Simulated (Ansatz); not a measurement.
Process, species as SMILES: FB(F)F → F[B]F + F atom
B3LYP-D3(BJ)/def2-TZVP geometries, fixed; electronic energies without zero-point terms.

Basis-set convergence of the bond dissociation energy at wB97M-V with Ansatz (an electronic-structure program). All functions are spherical. The program fits the integrals of some runs and decomposes those of others, by size. Open shells are unrestricted. The functional holds VV10 correlation; no added dispersion term, no relativity. Functions are those of the species that has most. Reference: the value in pcseg-4, 173.46 kcal/mol, itself unsure by roughly 0.09 kcal/mol (its mean distance from aug-pcseg-3, aug-cc-pVQZ, cc-pV5Z). Deviations are taken from unrounded values.

```
basis        functions  bond dissociation energy (kcal/mol)
-----------  ---------  -----------------------------------
cc-pVDZ             56                               174.49
aug-cc-pVDZ         92                               170.67
def2-SVP            56                               178.85
def2-SVPD           89                               174.28
pcseg-1             56                               173.26
aug-pcseg-1         92                               172.82
6-311G**            72                               173.21
6-311+G**           88                               169.91
cc-pVTZ            120                               174.94
aug-cc-pVTZ        184                               173.03
pcseg-2            120                               173.70
aug-pcseg-2        184                               173.64
def2-TZVPP         124                               173.63
def2-TZVPPD        157                               172.93
cc-pVQZ            220                               174.14
aug-cc-pVQZ        320                               173.34
def2-QZVPP         228                               173.47
def2-QZVPPD        261                               173.19
pcseg-3            240                               173.56
aug-pcseg-3        340                               173.50
```

What the diffuse functions change, pair by pair:
- cc-pVDZ to aug-cc-pVDZ: 36 more functions, deviation 1.03 to -2.78 kcal/mol
- def2-SVP to def2-SVPD: 33 more functions, deviation 5.39 to 0.82 kcal/mol
- pcseg-1 to aug-pcseg-1: 36 more functions, deviation -0.20 to -0.64 kcal/mol
- 6-311G** to 6-311+G**: 16 more functions, deviation -0.24 to -3.55 kcal/mol
- cc-pVTZ to aug-cc-pVTZ: 64 more functions, deviation 1.48 to -0.43 kcal/mol
- pcseg-2 to aug-pcseg-2: 64 more functions, deviation 0.24 to 0.19 kcal/mol
- def2-TZVPP to def2-TZVPPD: 33 more functions, deviation 0.17 to -0.52 kcal/mol
- cc-pVQZ to aug-cc-pVQZ: 100 more functions, deviation 0.69 to -0.11 kcal/mol
- def2-QZVPP to def2-QZVPPD: 33 more functions, deviation 0.01 to -0.27 kcal/mol
- pcseg-3 to aug-pcseg-3: 100 more functions, deviation 0.10 to 0.05 kcal/mol

They bring the value nearer the reference by more than 0.09 kcal/mol in 3 of 10 pairs.
